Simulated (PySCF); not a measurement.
# MgF: changing the method

What do other methods print for MgF?

Program: PySCF 2.14.0. Level of theory: each script names its method and basis. These are calculated values, not measurements.

5 further runs of the same task are left out: 5 that didn't finish.

## Step 1: Starting geometry

MgF: 2 atoms, charge 0, spin multiplicity 2.

Bond lengths: Mg1–F2 1.924 Å.

## Step 2: The run that the others are compared with

File input.py:

```python
from pyscf import gto, scf, mcscf, mrpt

mol = gto.M(
    atom='Mg 0 0 0; F 0 0 1.924',
    basis='6-311g**',
    charge=0,
    spin=1,
    symmetry=True,
    verbose=3,
)
mf = scf.ROHF(mol)
mf.kernel()
mc = mcscf.CASSCF(mf, 6, 5)
mc.kernel()
mc.analyze()
mrpt.NEVPT(mc).kernel()
mf.dip_moment()
print('orbital energies (hartree):', mf.mo_energy[..., max(0, mol.nelec[1]-3):mol.nelec[0]+3].round(4))
```

Run with:

```console
$ OMP_NUM_THREADS=1 python input.py
```

## Step 3: CCSD(T)

Edit 1 changes step after the SCF: nevpt2 → ccsd(t); frozen orbitals: none → 2.

input.py, as its differences from that of step 2:

```diff
@@ -1,2 +1,2 @@
-from pyscf import gto, scf, mcscf, mrpt
+from pyscf import gto, scf, cc
 
@@ -12,6 +12,5 @@
 mf.kernel()
-mc = mcscf.CASSCF(mf, 6, 5)
-mc.kernel()
-mc.analyze()
-mrpt.NEVPT(mc).kernel()
+mycc = cc.CCSD(mf, frozen=2)
+mycc.kernel()
+mycc.ccsd_t()
 mf.dip_moment()
```

## Step 4: Population analysis

Edit 2 changes step after the SCF: nevpt2 → analyze.

File input.py:

```python
from pyscf import gto, scf

mol = gto.M(
    atom='Mg 0 0 0; F 0 0 1.924',
    basis='6-311g**',
    charge=0,
    spin=1,
    symmetry=True,
    verbose=3,
)
mf = scf.ROHF(mol)
mf.kernel()
mf.analyze()
print('orbital energies (hartree):', mf.mo_energy[..., max(0, mol.nelec[1]-3):mol.nelec[0]+3].round(4))
```

## Step 5: EOM-EA

Edit 3 changes step after the SCF: nevpt2 → eomea; frozen orbitals: none → 2; number of roots: none → 3.

input.py, as its differences from that of step 2:

```diff
@@ -1,2 +1,2 @@
-from pyscf import gto, scf, mcscf, mrpt
+from pyscf import gto, scf, cc
 
@@ -12,6 +12,6 @@
 mf.kernel()
-mc = mcscf.CASSCF(mf, 6, 5)
-mc.kernel()
-mc.analyze()
-mrpt.NEVPT(mc).kernel()
+mycc = cc.CCSD(mf, frozen=2)
+mycc.kernel()
+e = mycc.eaccsd(nroots=3)[0]
+print('roots (eV) =', (e*27.211386).round(3))
 mf.dip_moment()
```

## Step 6: Hf,lyp (ROKS)

Edit 4 changes functional: none (Hartree–Fock) → hf,lyp; SCF type: ROHF → ROKS; step after the SCF: nevpt2 → analyze.

File input.py:

```python
from pyscf import gto, dft

mol = gto.M(
    atom='Mg 0 0 0; F 0 0 1.924',
    basis='6-311g**',
    charge=0,
    spin=1,
    symmetry=True,
    verbose=3,
)
mf = dft.ROKS(mol, xc='hf,lyp')
mf.kernel()
mf.analyze()
print('orbital energies (hartree):', mf.mo_energy[..., max(0, mol.nelec[1]-3):mol.nelec[0]+3].round(4))
```

## Step 7: M062x (ROKS)

Edit 5 changes functional: none (Hartree–Fock) → m062x; SCF type: ROHF → ROKS; step after the SCF: nevpt2 → analyze.

File input.py:

```python
from pyscf import gto, dft

mol = gto.M(
    atom='Mg 0 0 0; F 0 0 1.924',
    basis='6-311g**',
    charge=0,
    spin=1,
    symmetry=True,
    verbose=3,
)
mf = dft.ROKS(mol, xc='m062x')
mf.kernel()
mf.analyze()
print('orbital energies (hartree):', mf.mo_energy[..., max(0, mol.nelec[1]-3):mol.nelec[0]+3].round(4))
```

What does the calculation give? Wanted: for each run, E(SCF); from base; SCF dipole; after the SCF.

The runs gave:

| run | E(SCF) (hartree) | from base (eV) | SCF dipole (D) | after the SCF |
| --- | --- | --- | --- | --- |
| base | -299.114880 | 0 | 4.04 | NEVPT2 correlation -9.962 eV (from the SCF energy, the CASSCF gain included) |
| CCSD(T) | -299.114880 | 0.0000 | 4.04 | CCSD(T) correlation -9.364 eV, core frozen |
| population analysis | -299.114880 | 0.0000 | 4.04 | n/a |
| EOM-EA | -299.114880 | 0.0000 | 4.04 | CCSD correlation -9.208 eV, core frozen, first root -1.18 eV |
| hf,lyp (ROKS) | -299.910485 | not comparable | 4.27 | n/a |
| m062x (ROKS) | -299.919141 | not comparable | 4.01 | n/a |

In words: Total energies of different functionals can't be compared with each other; differences within one functional can.
